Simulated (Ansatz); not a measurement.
# CH8Si2: the cost of one run

Program: Ansatz 0.2.0. Level of theory: RKS BHLYP-D4/6-31G*. These are calculated values, not measurements.

## (1) The starting structure

Bond lengths: Si1–Si2 2.220 Å, Si2–H3 1.460 Å, Si2–H4 1.460 Å, Si2–H5 1.460 Å, Si1–H6 1.460 Å, Si1–C7 1.869 Å, C7–H8 1.110 Å, C7–H9 1.110 Å, C7–H10 1.110 Å, Si1–H11 1.459 Å. Angles (14 of 18 angles, heavy atoms first): Si2–Si1–C7 109.5°, Si1–Si2–H3 109.5°, Si1–Si2–H4 109.5°, Si1–Si2–H5 109.5°, Si2–Si1–H6 109.5°, Si2–Si1–H11 109.5°, H6–Si1–C7 109.5°, C7–Si1–H11 109.5°, Si1–C7–H8 109.5°, Si1–C7–H9 109.5°, Si1–C7–H10 109.5°, H3–Si2–H4 109.4°, H3–Si2–H5 109.4°, H4–Si2–H5 109.4°.

Structure file:

```xyz
11

Si    0.0000    0.0000    0.0000
Si    0.0000    0.0000    2.2200
H    -1.3148   -0.4067    2.7074
H     1.0096   -0.9353    2.7074
H     0.3052    1.3420    2.7074
H     1.3768    0.0000   -0.4862
C    -0.8808    1.5259   -0.6227
H    -1.9334    1.2723   -0.8671
H    -0.8624    2.3106    0.1622
H    -0.3704    1.9025   -1.5336
H    -0.6877   -1.1914   -0.4862
```

## (2) Preparing the start

File input.yaml:

```yaml
crystal:
  periodic: [false, false, false]
  atoms:
    - { symbol: Si, position_ang: [0.0, 0.0, 0.0] }
    - { symbol: Si, position_ang: [0.0, 0.0, 2.22] }
    - { symbol: H, position_ang: [-1.3148, -0.4067, 2.7074] }
    - { symbol: H, position_ang: [1.0096, -0.9353, 2.7074] }
    - { symbol: H, position_ang: [0.3052, 1.342, 2.7074] }
    - { symbol: H, position_ang: [1.3768, 0.0, -0.4862] }
    - { symbol: C, position_ang: [-0.8808, 1.5259, -0.6227] }
    - { symbol: H, position_ang: [-1.9334, 1.2723, -0.8671] }
    - { symbol: H, position_ang: [-0.8624, 2.3106, 0.1622] }
    - { symbol: H, position_ang: [-0.3704, 1.9025, -1.5336] }
    - { symbol: H, position_ang: [-0.6877, -1.1914, -0.4862] }
basis:
  gaussian: { orbitals: "6-31G*" }
hamiltonian:
  xc: { name: BHLYP }
  dispersion: d4
relax:
  f_tol: 0.02
  max_steps: 40
```

On the command line:

```sh
$ ansatz run input.yaml --threads 1 --pin off --max-ram 2048MiB --backend cpu --events-out ev --progress --plain --runs-dir out
```

What time and memory should one allow on 1 thread of Intel Xeon Platinum 8375C at 2.90GHz (Ice Lake), shared host?

About 24 s, with a peak of 0.16 GiB.
